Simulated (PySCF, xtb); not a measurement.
hydrogen peroxide (H2O2), SMILES OO.

GFN2-xTB (xtb) at its own geometry gives an orbital gap of 7.58 eV and a dipole moment of 0.00 D.

The structure is a stationary point at B3LYP-D3(BJ)/def2-TZVP. A frequency run showed that this geometry is not a minimum.

### Question
What does PBE/def2-TZVPD in PySCF give? (Estimate from the structure and the level; the computed values follow.)

### Answer
gap 4.24 eV (levels -5.73 and -1.49 eV), dipole 0.00 D.
